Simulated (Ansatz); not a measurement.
A made-up structure of CH₃OSi, doublet:

O1  (-0.477, -1.575, 0.949)
C2  (-0.357, -0.899, -0.045)
Si3  (0.006, 0.960, 0.019)
H4  (-0.490, -1.355, -1.053)
H5  (0.730, 1.463, -1.178)
H6  (-0.376, -1.637, 1.911)
(Å)

It is relaxed with PBE-D4/def2-SVP and then PBE0-D4/def2-TZVP (Ansatz 0.2.0). Atoms count as bonded within 1.22 times the sum of their covalent radii (H–H: 0.88 Å). The end point is not checked to be a true minimum.

Problem. Does its bonding change? (Judge from chemistry; the calculation decides.)

Solution. Computed: No: no bond forms or breaks.

Where it ends: The first stage lowers the energy by 1.45 eV in 12 steps. It ends as CH₃OSi ([OH][CH][SiH]):
```
6
angstrom
O -0.5377 -1.7273 0.8742
C -0.2478 -0.8450 -0.0771
Si 0.2267 0.9057 0.2956
H -0.3391 -1.3246 -1.0514
H 0.3887 1.2469 -1.1774
H -0.4558 -1.2981 1.7401
```

Labels in which every atom is bracketed show which atoms are joined, not bond orders.

For scale, one of the runs: PBE0-D4/def2-TZVP relaxation, 117 basis functions, launched by `ansatz run in.yaml --threads 2 --pin off --events-out ev --progress --plain --max-ram 4352MiB`. The run took about 39 s on 2 CPU threads of an Arm Neoverse V2 (shared host).
